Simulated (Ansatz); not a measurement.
# OF radical: basis-set convergence

Aim: see how fast density functionals and correlated methods converge with the basis set for OF radical.

The runs use Ansatz 0.2.0, Gaussian basis; one geometry, several basis sets.

The runs, in order: PBE0-D4/def2-SVP; ωB97M-V/def2-SVP; PBE0-D4/def2-QZVPP; ωB97M-V/def2-QZVPP; CCSD(T)/cc-pV(D+d)Z; CCSD(T)/cc-pV(T+d)Z; CCSD(T)/cc-pV(Q+d)Z; the functionals' def2-TZVPP values are taken from earlier runs.

## Step 1: The relaxed structure

All runs share one geometry, relaxed beforehand with PBE0-D4 in a triple-zeta def2 set.

SMILES `[O]F`, 2 atoms, charge 0, spin multiplicity 2.

Atoms are counted from 1 here; the program's logs count them from 0.

Bond lengths: O1–F2 1.330 Å.

As a file:

```xyz
2
FO
O     0.0000    0.0000   -0.0159
F     0.0000    0.0000    1.3144
```

## Step 2: PBE0-D4 in def2-SVP

Input file in.yaml:

```yaml
crystal:
  periodic: [false, false, false]
  atoms:
    - {symbol: O, position_ang: [-0.000000, -0.000000, -0.015949]}
    - {symbol: F, position_ang: [0.000000, 0.000000, 1.314399]}
basis:
  gaussian: {orbitals: def2-SVP}
magnetization: {spin_polarized: true, initial_magnetization: 1}
hamiltonian: {xc: pbe0, dispersion: d4}
output: {orbitals: {seedname: orbitals}}
```

Launch:

```sh
$ ansatz run in.yaml --threads 2 --pin off --events-out ev --progress --plain --max-ram 32768MiB --backend cpu
```

Further steps of the session: ωB97M-V in def2-SVP; PBE0-D4 in def2-QZVPP; ωB97M-V in def2-QZVPP; CCSD(T) in cc-pV(D+d)Z; CCSD(T) in cc-pV(T+d)Z; CCSD(T) in cc-pV(Q+d)Z.

Q: Predict the results of all the runs planned. Wanted: MP2 correlation recovered, cc-pV(D+d)Z; MP2 correlation recovered, cc-pV(T+d)Z; MP2 correlation recovered, cc-pV(Q+d)Z; CCSD(T) limit from def2 sets; PBE0-D4: double and triple zeta above quadruple; ωB97M-V: double and triple zeta above quadruple.

**Answer**, as computed:

```
                                                                 quantity          value
                                   MP2 correlation recovered, cc-pV(D+d)Z         65.4 %
                                   MP2 correlation recovered, cc-pV(T+d)Z         86.7 %
                                   MP2 correlation recovered, cc-pV(Q+d)Z         94.5 %
CCSD(T) limit from def2 sets (earlier runs) less the limit of this series         12 meV
                          PBE0-D4: double and triple zeta above quadruple  6.21, 0.23 eV
                          ωB97M-V: double and triple zeta above quadruple  6.34, 0.22 eV
```

In words: PBE0-D4 gains 5.98 eV from double to triple zeta, then 0.23 eV more. Correlation climbs from 65 % (cc-pV(D+d)Z) to 94 % (cc-pV(Q+d)Z) of the limit; Hartree-Fock is 0.115 eV from its own by then. A limit from the def2 sets, made apart, differs by 12 meV, a least measure of the doubt on such a limit. Total energies overstate the basis error of differences, where much of it tends to cancel.
